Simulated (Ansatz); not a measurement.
Rock-salt HoN, treated with PBEsol (PAW; Ansatz, a first-principles code).

Run with plane-wave cutoff 500 eV, 14×14×14 k mesh, Fermi–Dirac smearing 0.05 eV, spin-polarised with parallel moments, scalar-relativistic PAW data made under PBE.

Computed at the level's own relaxed cell.

Question: What does this level give for the volume per atom and lattice parameter a?

Answer: 
- volume per atom = 13.89 Å³/atom
- lattice parameter a = 4.808 Å

The run finds no gap.

Note: the magnetic order was assumed, not searched for or taken from measurement; the 4f shell is treated without U or exact exchange, so its levels and filling can be wrong.

Spin–orbit coupling is not included.

Cost on a shared machine: roughly 60 core-seconds.
